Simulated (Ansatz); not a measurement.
# C5H13P: basis-set convergence

How large a basis does C5H13P need? Two functionals are run in growing sets.

Computed with Ansatz 0.2.0, Gaussian basis. Level: one geometry, several basis sets.

The runs, in order: PBE0-D4/def2-SVP; ωB97M-V/def2-SVP; PBE0-D4/def2-QZVPP; ωB97M-V/def2-QZVPP; the functionals' def2-TZVPP values are taken from earlier runs.

1 further run of the same task is left out (it didn't finish). Runs told in other sessions of the task aren't counted.

## (1) The relaxed structure

An earlier PBE0-D4 in a triple-zeta def2 set relaxation fixed the geometry.

SMILES `CC(C)P(C)C`, 19 atoms, charge 0, spin multiplicity 1.

Atoms are counted from 1 here; the program's logs count them from 0.

Bond lengths: C1–C2 1.520 Å, C1–H7 1.092 Å, C1–H8 1.093 Å, C1–H9 1.095 Å, C2–C3 1.524 Å, C2–P4 1.863 Å, C2–H10 1.098 Å, C3–H11 1.094 Å, C3–H12 1.094 Å, C3–H13 1.092 Å, P4–C5 1.840 Å, P4–C6 1.839 Å, C5–H14 1.092 Å, C5–H15 1.093 Å, C5–H16 1.092 Å, C6–H17 1.092 Å, C6–H18 1.093 Å, C6–H19 1.092 Å. Angles: C2–C1–H7 112.5°, C2–C1–H8 111.3°, C2–C1–H9 110.4°, H7–C1–H8 108.0°, H7–C1–H9 107.4°, H8–C1–H9 107.1°, C1–C2–C3 111.2°, C1–C2–P4 116.7°, C1–C2–H10 108.5°, C3–C2–P4 109.0°, C3–C2–H10 107.8°, P4–C2–H10 102.9°, C2–C3–H11 111.1°, C2–C3–H12 110.8°, C2–C3–H13 111.6°, H11–C3–H12 107.2°, H11–C3–H13 107.8°, H12–C3–H13 108.2° and more.

## (2) PBE0-D4 in def2-SVP

Input file in.yaml:

```yaml
crystal:
  periodic: [false, false, false]
  atoms:
    - {symbol: C, position_ang: [0.057022, -1.167302, 1.131625]}
    - {symbol: C, position_ang: [0.932398, -0.190048, 0.363893]}
    - {symbol: C, position_ang: [1.877707, -0.922905, -0.580609]}
    - {symbol: P, position_ang: [0.056645, 1.158259, -0.577597]}
    - {symbol: C, position_ang: [-1.219731, 0.215599, -1.509730]}
    - {symbol: C, position_ang: [-1.005428, 1.888424, 0.734414]}
    - {symbol: H, position_ang: [-0.608635, -0.665946, 1.836756]}
    - {symbol: H, position_ang: [-0.557237, -1.766651, 0.454651]}
    - {symbol: H, position_ang: [0.676649, -1.863741, 1.705316]}
    - {symbol: H, position_ang: [1.543574, 0.370326, 1.083747]}
    - {symbol: H, position_ang: [1.321396, -1.497342, -1.327315]}
    - {symbol: H, position_ang: [2.505010, -1.630015, -0.030173]}
    - {symbol: H, position_ang: [2.531381, -0.228621, -1.113079]}
    - {symbol: H, position_ang: [-0.741914, -0.423669, -2.254781]}
    - {symbol: H, position_ang: [-1.860028, -0.396860, -0.870047]}
    - {symbol: H, position_ang: [-1.848142, 0.928461, -2.048136]}
    - {symbol: H, position_ang: [-0.375283, 2.336377, 1.506219]}
    - {symbol: H, position_ang: [-1.681130, 1.166876, 1.200555]}
    - {symbol: H, position_ang: [-1.604265, 2.688769, 0.294292]}
basis:
  gaussian: {orbitals: def2-SVP}
hamiltonian: {xc: pbe0, dispersion: d4}
output: {orbitals: {seedname: orbitals}}
```

Command:

```sh
$ ansatz run in.yaml --threads 4 --pin off --events-out ev --progress --plain --max-ram 11315MiB
```

Further steps of the session: ωB97M-V in def2-SVP; PBE0-D4 in def2-QZVPP; ωB97M-V in def2-QZVPP.

Before running them: what should the planned runs give, taken together? Wanted: PBE0-D4: double and triple zeta above quadruple; ωB97M-V: double and triple zeta above quadruple.

**Answer**, as computed:

```
                                       quantity           value
PBE0-D4: double and triple zeta above quadruple   9.75, 0.61 eV
ωB97M-V: double and triple zeta above quadruple  10.18, 0.60 eV
```

In words: For PBE0-D4 the step from double to triple zeta gains 9.14 eV and the next only 0.61 eV. Total energies overstate the basis error of differences, where much of it tends to cancel. The LUMO of ωB97M-V is positive and keeps falling with the basis (3.25 to 1.76 eV): an unbound level that the basis holds in place.
